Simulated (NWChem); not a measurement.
System: methanethiol (CH$_{4}$S); SMILES CS

Program: NWChem. Pople sets run with spherical d functions. Each level has its own optimisation. Entropies are gas-phase, rigid-rotor, harmonic values for NWChem's default masses at 298.15 K and 1 bar, so the errors hold that model's part too (torsions, anharmonicity).

Measured entropy at 1 bar: 61.0 cal/(mol K) (CRC Handbook, as tabulated in the package chemicals).

```tsv
level	entropy at 1 bar (cal/(mol K))	computed − measured
Hartree-Fock/STO-3G	59.9	-1.1
Hartree-Fock/6-31G*	60.2	-0.8
LDA (Slater exchange, VWN5)/def2-SVP	60.5	-0.5
PBE/def2-SVP	60.6	-0.4
PBE0/def2-SVP	60.4	-0.6
```
